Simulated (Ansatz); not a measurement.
CCl⁺, quintet: the ladder up to UCCSDT(Q)

Geometry: that of the CCl, quartet, kept fixed. The triplet lies 3.7 eV lower here.

```xyz
2

C     0.0000    0.0000    0.0000
Cl    0.0000    0.0000    1.6442
```

Basis cc-pVTZ; Ansatz 0.2.0. Only valence electrons are correlated (noble-gas cores frozen), which leaves 10 electrons in 58 orbitals. Prefix R: restricted or restricted open-shell reference; prefix U: unrestricted. Active spaces: valence = (10e, 8o) chosen from the atoms' valence shells.

Full CI isn't at hand for all of this; UCCSDT(Q) serves as the reference, and is uncertain by about the last step of the cluster series. The frozen core follows each run's orbitals, which can shift R against U totals by a few meV.

For open shells CISD is restricted-active-space CI with the open shells as a complete middle space.

```
UHF ⟨S²⟩                          : 6.015
T1 diagnostic (RCCSD)             : 0.0211
largest doubles amplitude (RCCSD) : 0.038
T1 diagnostic (UCCSD)             : 0.0177
```

```tsv
level	E − E(UCCSDT(Q)) (meV)	share of correlation (%)	wall time
RHF	6921	0.00	–
UHF	6712	3.03	–
RMP2	1099	84.12	–
UMP2	1136	83.59	–
CISD	585	91.54	17 s
RCCSD	279	95.97	–
UCCSD	273	96.06	–
RCCSD(T)	41	99.41	1.6 s
UCCSD(T)	40	99.42	1.5 s
BCCD(T)	41	99.41	2 s
RCCSDT	12	99.83	–
UCCSDT	9	99.87	–
RCCSDT(Q)	2	99.97	8.5 s (H100)
CASSCF (valence space)	6308	8.85	–
NEVPT2 (valence space)	1395	79.85	1.6 s
NEVPT4(SD) (valence space)	186	97.32	4.2 s (H100)
MRCISD (valence space)	537	92.23	–
MRCISD+Q (valence space)	92	98.67	4.2 s (H100)
```

The correlation energy at UCCSDT(Q), counted from RHF, is -6.921 eV. That run took 8.5 s on 2 threads of AMD EPYC 7R13 with a shared H100 80 GB, shared host.

Times hold each run's SCF and search for its determinant on a shared host, so for small cases they say little of a method's own cost; rows without a card ran on 1 thread of AMD EPYC 7R13.

Natural occupations of CASSCF (valence space) about the gap: 1.995 1.979 1.003 1.002 1.001 0.999 0.025; effectively unpaired electrons, Σ n²(2−n)², 4.00.
